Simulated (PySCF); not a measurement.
Reaction (SMILES): CCCl → C[CH-]Cl + H+
B3LYP-D3(BJ)/def2-TZVP geometries, fixed; electronic energies without zero-point terms.

Effect of the SCF energy threshold at r2SCAN/def2-SVP with PySCF, against the last row, where the deprotonation energy is 417.12 kcal/mol. The proton leaves the site shown, which need not be the most acidic.

```json
[
 {"setting": "conv_tol: 1e-4", "SCF cycles, largest species": "5", "largest shift of a total energy (mEh)": "0.004", "shift of the deprotonation energy (kcal/mol)": "-0.001"},
 {"setting": "conv_tol: 1e-5", "SCF cycles, largest species": "6", "largest shift of a total energy (mEh)": "0.001", "shift of the deprotonation energy (kcal/mol)": "0.000"},
 {"setting": "conv_tol: 1e-6", "SCF cycles, largest species": "7", "largest shift of a total energy (mEh)": "0.000", "shift of the deprotonation energy (kcal/mol)": "0.000"},
 {"setting": "conv_tol: 1e-7", "SCF cycles, largest species": "8", "largest shift of a total energy (mEh)": "0.000", "shift of the deprotonation energy (kcal/mol)": "0.000"},
 {"setting": "conv_tol: 1e-11", "SCF cycles, largest species": "10", "largest shift of a total energy (mEh)": "0.000", "shift of the deprotonation energy (kcal/mol)": "0.000"}
]
```

Within 0.02 kcal/mol in the deprotonation energy: conv_tol: 1e-4; conv_tol: 1e-5; conv_tol: 1e-6; conv_tol: 1e-7. The largest shift is 0.004 mEh in a total energy and 0.001 kcal/mol in the difference.
